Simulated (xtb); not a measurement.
chlorine (Cl₂), SMILES ClCl. All values are semi-empirical tight-binding results from xtb (GFN2-xTB unless named), good for trends rather than for accurate numbers. Coordinates come from a GFN2-xTB optimisation.

Optimised geometry:

```xyz
2

Cl     0.0000     0.0000    -1.0087
Cl     0.0000     0.0000     1.0087
```

```yaml
point_group_as_xtb_finds_it: D∞h
orbital_gap: 3.37 eV
dipole_moment: 0.00 D
static polarisability (D4 model): 30.5 bohr³
solvation energy, GFN2-xTB/ALPB(water): 0.5 kcal/mol
solvation energy, GFN2-xTB/ALPB(ch2cl2): -1.0 kcal/mol
```

Computed atomic charges and the Wiberg bond orders between heavy atoms:
charges (e) Cl1 0.00, Cl2 0.00. Bond orders Cl1–Cl2 1.06.
